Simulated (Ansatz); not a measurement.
# Structure relaxation of K3Os

Computed with DFT PBE, scalar-relativistic, plane waves, PAW (Ansatz 0.2.0). Cutoff 420 eV, Γ-centred k mesh, Gaussian smearing, no spin polarisation in the final step.

K3Os was placed on the Ni3Sn (D0_19) structure type (P6_3/mmc, No. 194), with Os in place of Sn, K in place of Ni, at a guessed volume.

```
K Os
1.0
     7.11174    0.00000    0.00000
    -3.55587    6.15895    0.00000
     0.00000    0.00000    5.70827
K Os
6 2
Direct
  0.83300 0.66600 0.25000
  0.16700 0.83300 0.75000
  0.33400 0.16700 0.25000
  0.16700 0.33400 0.75000
  0.83300 0.16700 0.25000
  0.66600 0.83300 0.75000
  0.33333 0.66667 0.25000
  0.66667 0.33333 0.75000
```

Cell and atoms relax at zero pressure; the relaxation can't lower the symmetry of the start. After a coarse first stage the cell is made exact in the group found at 0.06 Å.

Energies over the elements count from the elements' standard structures at the same level, with no empirical corrections.

(1) Describe the relaxed structure.

(2) What are its volume, energy, density and gap?

Results:

(1) It keeps P6_3/mmc (No. 194). The result has the Ni3Sn (D0_19) structure. Conventional cell: a = 7.628 Å, c = 5.740 Å. Around K lie 2 K at 3.40 Å, 2 Os at 3.48 Å, 4 K at 3.77 Å, 2 Os at 3.82 Å and 2 K at 4.23 Å; around Os lie 6 K at 3.48 Å and 6 K at 3.82 Å.

```cif
data_structure
_symmetry_space_group_name_H-M 'P6_3/mmc'
_symmetry_Int_Tables_number 194
_cell_length_a 7.6282
_cell_length_b 7.6282
_cell_length_c 5.7404
_cell_angle_alpha 90.000
_cell_angle_beta 90.000
_cell_angle_gamma 120.000
_cell_volume 289.28
loop_
_atom_site_label
_atom_site_type_symbol
_atom_site_symmetry_multiplicity
_atom_site_Wyckoff_symbol
_atom_site_fract_x
_atom_site_fract_y
_atom_site_fract_z
_atom_site_occupancy
K1 K 6 h 0.81527 0.63054 0.25000 1
Os1 Os 2 c 0.33333 0.66667 0.25000 1
```

(2) The volume per atom is 36.16 Å³ and the density is 3.53 g/cm³. The energy over the elements is 1.43 eV/atom and the gap on the 6×6×8 mesh is 0 eV (a metal).

The final run used a 6×6×8 mesh on its 8-atom cell and 0.10 eV smearing. The k mesh leaves about 4 meV/atom of noise in metals. Spin–orbit coupling is left out. A structure relaxed within its symmetry needn't be a true minimum. The steps took of the order of 2.2 core-minutes in all.